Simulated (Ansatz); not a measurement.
Species: C2H4O2, charge 0, singlet. C2H4O2 (methyl formate, SMILES O=COC).
B3LYP-D3(BJ)/def2-TZVP minimum from Ansatz (a program for electronic structure):
```
O
C 1 1.3374
O 2 1.1990 1 125.87
H 2 1.0980 3 125.01 1 -180.00
C 1 1.4400 2 115.72 4 180.00
H 5 1.0858 1 105.58 2 -180.00
H 5 1.0891 6 110.74 1 119.38
H 5 1.0891 6 110.74 7 121.24
```

Property: atomisation energy (electronic, to ground-state atoms), in kcal/mol. Radicals and triplets start from unrestricted determinants; spin-orbit coupling is neglected. CBS(X,Y): correlation extrapolated as X^-3, Hartree-Fock from the larger set. A bracket is a step between two methods taken in the basis named. The functionals are non-relativistic, so their misses hold any scalar relativity. 'core' is core correlation in cc-pwCVTZ, 'X2C' scalar relativity in cc-pVTZ-DK, both at CCSD(T). For partners of very few electrons the exact lower level stands in for a higher one.

CCSD(T)/CBS(cc-pVTZ,cc-pVQZ) + [CCSDT(Q) - CCSD(T)]/cc-pVDZ + core + X2C (Ansatz) gives 787.4 kcal/mol.

### Question
What does PBE/def2-TZVPD (Ansatz) give here, and how do the other levels compare?

### Answer
PBE gives 810.3 kcal/mol, 22.9 kcal/mol above it. Differences of the others: r2SCAN/def2-TZVPD (Ansatz) 0.7; B3LYP/def2-TZVPD (Ansatz) -6.3; CCSD(T)/CBS(cc-pVTZ,cc-pVQZ) + core + X2C (Ansatz) -0.9 kcal/mol. Nearer than PBE: r2SCAN/def2-TZVPD, B3LYP/def2-TZVPD, CCSD(T)/CBS(cc-pVTZ,cc-pVQZ) + core + X2C.
